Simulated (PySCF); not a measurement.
ethane cation (C2H6), SMILES CC (connectivity only; charge and spin as stated), charge +1, multiplicity 2. Geometry: PBE-D3(BJ)/def2-TZVP. The multiplicity is an assumed one; other spin states were not compared.

Level of theory: PySCF 2.14.0 with PBE-D3(BJ)/def2-TZVP.

Harmonic wavenumbers (cm⁻¹): 272, 403, 641, 645, 736, 770, 1074, 1131, 1175, 1261, 1367, 1454, 2466, 2513, 2610, 2725, 3114, 3128. Rotational constants (GHz): 80.09, 21.53, 20.21; symmetry number 2.

Problem. Work out the zero-point energy and the ideal-gas rigid-rotor harmonic-oscillator thermochemistry at 298.15 K and 1 atm.

Solution. ZPE = ½ Σ hcν = ½ × 27484 cm⁻¹ = 39.29 kcal/mol. H − E(el) = 42.49 kcal/mol. Entropy in cal/(mol K): translation 36.14, rotation 18.38, vibration 4.03, spin 1.38, total 59.93. G − E(el) = 24.62 kcal/mol. Cp = 15.64 cal/(mol K).
